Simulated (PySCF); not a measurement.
Isomers of C5H10F (doublet state). Computed with PySCF, PBE0-D3(BJ)/def2-SVP geometry optimisation, gas phase. Energies are electronic, without zero-point or thermal terms, for one conformer each. No frequencies were run at this level. Point groups hold within 0.08 Å. The open-shell SCF solutions weren't tested for stability.

Question: Order them by energy at this level, lowest first, and give relative energies in kcal/mol.
A. `[CH2:1][CH2:2][C@@H:3]([CH3:4])[CH2:5][F:6]` (doublet state) with H–C1–C2–C3 -39° and 152°, C1–C2–C3–C4 172°, C2–C3–C5–F6 178°
B. `[CH3:1][CH:2][C@@H:3]([CH3:4])[CH2:5][F:6]` (doublet state) with C1–C2–C3–C4 158°, C2–C3–C5–F6 177°

Answer: B (0.0), A (3.3).

Neighbours under 5.0 kcal/mol apart (C[CH][C@@H](C)CF and [CH2]C[C@@H](C)CF) can change places with a better method, another conformer or zero-point energy.

```tsv
SMILES	E (Eh)	E rel (kcal/mol)	dipole (D)	point group	A, B, C (MHz)	⟨S²⟩
C[CH][C@@H](C)CF	-295.79100	0.0	1.74	C1	5297, 2171, 1672	0.755
[CH2]C[C@@H](C)CF	-295.78579	3.3	1.74	C1	5046, 2356, 1745	0.755
```

Question: How do the relative energies change in single points at B3LYP/IGLO-III on C F, pcH-1 on H (no added dispersion term) on the same geometries?

Answer: 
```csv
SMILES,PBE0-D3(BJ)/def2-SVP (kcal/mol),"B3LYP/IGLO-III on C F, pcH-1 on H (kcal/mol)",shift
C[CH][C@@H](C)CF,0.0,0.0,0.0
[CH2]C[C@@H](C)CF,3.3,3.7,+0.4
```

Each column counts from its own lowest isomer. The order is unchanged; the largest shift is 0.4 kcal/mol.
